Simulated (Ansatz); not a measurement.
A nudged elastic band was laid between two geometries of FH₃OSi (6 atoms, charge 0, multiplicity 1).

Method: RKS B3LYP-D4/def2-SVP in Ansatz.

* movable images: 7
* climbing image: yes
* spring: 0.5 eV/Å²
* optimiser: quadratic models (default)
* start path: through a guess of the saddle point
* force threshold: 0.05 eV/Å
* iteration limit: 60
* end points: relaxed

Image 0:

```xyz
6
Properties=species:S:1:pos:R:3
Si 0.153 0.027 0.166
F 0.300 0.174 1.779
H 1.510 -0.310 -0.339
H -0.380 1.294 -0.378
O -0.953 -1.142 -0.209
H -0.737 -2.059 0.000
```

Image 8:

```xyz
6
Properties=species:S:1:pos:R:3
Si -0.016 -0.027 -0.761
F 1.247 0.124 1.388
H 2.032 0.011 0.897
H -1.068 0.903 -0.113
O -0.745 -1.506 -0.458
H -1.557 -1.520 0.066
```

(1) Which bonds break or form, and what moves?

(2) Give the energies along the band, and the barrier.

(3) What is the geometry of the highest image?

The band took 11 iterations and about 50 core-seconds.

Answers

(1) Bonds broken: Si1–F2, Si1–H3. Bonds formed: F2–H3. FH3OSi becomes FH + H2OSi.

(2) The run converged. The highest image is number 6 of 0 to 8, 349.1 kJ/mol above the first end and 46.0 kJ/mol above the last; the last end lies 303.0 kJ/mol above the first. The profile has 2 maxima (images 1, 6) with wells between them (image 3): this band takes more than one step, which may be the mechanism or a detour left from its start path. Neighbouring images differ by up to 1.7 eV, so the band resolves the path poorly. Another band between the same ends (7 images) ends at a top of the same energy, where a vibrational analysis finds 1 clearly imaginary mode. The orbitals stay closed-shell, which can raise the energy where a bond breaks towards radicals; this wasn't checked here.

```
image  path coordinate (Å)  energy (kJ/mol)  Si1–F2 (Å)  Si1–H3 (Å)  F2–H3 (Å)
    0                 0.00              0.0        1.63        1.49       2.49
    1                 0.46              3.8        1.63        1.49       2.50
    2                 0.92              3.4        1.63        1.48       2.53
    3                 1.37              0.1        1.63        1.48       2.51
    4                 1.83             44.0        1.63        1.47       2.12
    5                 2.28            211.4        1.74        1.49       1.63
    6                 2.74            349.1        2.00        1.65       1.18
    7                 3.18            310.0        2.35        2.10       0.95
    8                 3.62            303.0        2.50        2.63       0.93
```

(3) 
```xyz
6
Properties=species:S:1:pos:R:3
Si 0.188 -0.065 -0.332
F 1.083 0.073 1.448
H 1.653 0.051 0.419
H -0.885 0.982 -0.141
O -0.612 -1.521 -0.331
H -1.534 -1.535 -0.042
```

The run took 48 s on 1 thread of AMD EPYC 9R45 96-Core Processor (Zen 5) (shared host), peak memory 0.13 GiB.
